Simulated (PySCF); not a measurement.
**F2O2S: calculation against experiment**

**What was measured.**

From NIST CCCBDB Release 22 (SRD 101), experimental dipoles, for the gas: dipole moment (microwave Stark effect) 1.12 D.

The results are set against them at the end.

Compound: F2O2S.
SMILES with atom numbers: `[O:1]=[S:2](=[O:3])([F:4])[F:5]`

Geometry (GFN2-xTB, Å), atoms numbered from 1 in this order:
```xyz
5
F2O2S angstrom
O     -0.2383   -1.1049   -0.9766
S     -0.0639   -0.1609    0.0428
O     -0.3608   -0.3767    1.3940
F     -0.7443    1.2117   -0.4131
F      1.4159    0.4336   -0.0642
```

Runs made with PySCF (gas phase, on this GFN2-xTB geometry; no spin–orbit coupling):

```tsv
level	job	basis functions	wall time
wB97X-D/def2-SVPD	8 singlets by full TDDFT, 3 Tamm–Dancoff triplets, polarisability	119	7.8 s
```

Hardware: x86-64 server, one thread, no GPU, on a shared host.

## Comparison

**Dipole moment.** Measured: 1.12 D (NIST CCCBDB Release 22 (SRD 101), experimental dipoles).

| level | computed (D) | computed − measured (D) | % (from the printed values) |
| --- | --- | --- | --- |
| wB97X-D/def2-SVPD | 0.57 | -0.55 | -49 |

The computed dipoles belong to one fixed geometry; measured ones are averaged over vibrations unless marked μe. Magnitudes are compared, not signs.

No measured geometry was used, and the causes of the misses weren't examined.
